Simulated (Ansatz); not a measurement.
**How close CCSD(T) comes to the exact answer in a basis**

Each species is computed at the geometry given (Å), with frozen cores, in Ansatz 0.2.0: RHF-CCSD(T) for singlets, UHF-CCSD(T) otherwise, and full CI in the same basis. The program picks the determinant by trial CCSD, so it needn't be the lowest Hartree–Fock solution. States: HAl–NH A', AlP Π, BH2⁺ Σ⁺ or Δ, H2Al–C⁺ B1. Cases whose determinant has another symmetry than full CI's state, or whose (Q) step broke down, weren't drawn.

Question: Judging by size, spin and bonding, rank them by the size of CCSD(T)'s error in total energy against full CI in the same basis, smallest first (an estimate).
A. AlP, triplet, cc-pVDZ: Al 0.000 0.000 0.000; P 0.000 0.000 2.073
B. H2Al–C⁺, triplet, 6-31G: Al 0.000 0.000 0.541; C 0.000 0.000 -1.429; H 0.000 1.405 1.271; H 0.000 -1.405 1.271
C. BH₂⁺, singlet, cc-pVQZ: B 0.000 0.000 -0.036; H 0.000 0.000 -1.106; H 0.000 0.000 1.143
D. HAl–NH, quintet, 6-31G: Al 0.000 -0.085 0.621; N 0.000 0.036 -1.144; H 0.000 1.350 1.354; H 0.000 0.427 -2.073

Answer: C (6.3 meV), D (19.0 meV), B (43.0 meV), A (61.2 meV).

```csv
species,basis,correlated electrons,CCSD(T) − full CI (meV),CCSDT(Q) − full CI (meV),unpaired electrons (full CI),T1,⟨S²⟩ of the determinant
"BH2⁺, singlet",cc-pVQZ,4,6.3,0.1,0.02,0.006,0.00
"HAl–NH, quintet",6-31G,10,19.0,-0.8,4.02,0.026,6.01
"H2Al–C⁺, triplet",6-31G,8,43.0,-0.9,2.08,0.037,2.00
"AlP, triplet",cc-pVDZ,8,61.2,-2.0,2.13,0.031,2.04
```

Unpaired electrons are Σ n²(2−n)² over natural occupations; an open shell counts its own unpaired electrons too. Frozen cores follow each run's orbitals, which moves totals by a few meV.
